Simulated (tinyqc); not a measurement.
Inside a calculation. Method: MP2 on RHF in the sto-3g basis, frozen core, for HF, spin multiplicity 1. One step of it, computed by the program tinyqc.

Question. Second-order Moller-Plesset energy. E2 = sum_ijab (ia|jb) [2 (ia|jb) - (ib|ja)] / (e_i + e_j - e_a - e_b) over occupied i, j and virtual a, b; the opposite-spin part is (ia|jb)^2 / denominator, the rest is same-spin, and SCS-MP2 scales them by 6/5 and 1/3.

orbital energies (hartree): MO1 -25.923626, MO2 -1.418215, MO3 -0.498246, MO4 -0.462812, MO5 -0.462812, MO6 0.390549

Two-electron integrals over orbitals (pq|rs), unique and non-zero (hartree); the lowest 1 orbital is frozen and left out:
```
(22|22) 0.869573    (32|22) -0.044016   (32|32) 0.138970    (33|22) 0.701635
(33|32) -0.018188   (33|33) 0.687939    (42|42) 0.188375    (43|42) -0.030116
(43|43) 0.036819    (44|22) 0.892837    (44|32) -0.068647   (44|33) 0.688873
(44|44) 0.997514    (52|52) 0.188375    (53|52) -0.030116   (53|53) 0.036819
(54|54) 0.053770    (55|22) 0.892837    (55|32) -0.068647   (55|33) 0.688873
(55|44) 0.889973    (55|55) 0.997514    (62|22) -0.091892   (62|32) -0.073040
(62|33) -0.023455   (62|44) -0.090600   (62|55) -0.090600   (62|62) 0.091793
(63|22) -0.227364   (63|32) 0.083686    (63|33) -0.097272   (63|44) -0.239212
(63|55) -0.239212   (63|62) 0.039745    (63|63) 0.224191    (64|42) -0.030438
(64|43) -0.021403   (64|64) 0.029401    (65|52) -0.030438   (65|53) -0.021403
(65|65) 0.029401    (66|22) 0.645241    (66|32) 0.049345    (66|33) 0.652866
(66|44) 0.628243    (66|55) 0.628243    (66|62) -0.055863   (66|63) -0.024414
(66|66) 0.681490
```

Hartree-Fock energy = -98.52436483 hartree

Give: Terms; Pair energies; MP2 correlation energy; SCS-MP2 correlation energy; MP2 total energy.

Answer.

Terms:
```
i  j  a  b  (ia|jb)  (ib|ja)  denominator     term
3  3  6  6   0.2242   0.2242      -1.7776  -0.0283
2  2  6  6   0.0918   0.0918      -3.6175  -0.0023
2  3  6  6   0.0397   0.0397      -2.6976  -0.0006
3  2  6  6   0.0397   0.0397      -2.6976  -0.0006
4  4  6  6   0.0294   0.0294      -1.7067  -0.0005
5  5  6  6   0.0294   0.0294      -1.7067  -0.0005
```

Pair energies (hartree; pair i-j sums ij and ji):
```
pair  opposite spin  same spin
2-2         -0.0023     0.0000
3-2         -0.0012     0.0000
3-3         -0.0283     0.0000
4-4         -0.0005     0.0000
5-5         -0.0005     0.0000
```

MP2 correlation energy = -0.032789 hartree

SCS-MP2 correlation energy = -0.039346 hartree

MP2 total energy = -98.557153 hartree
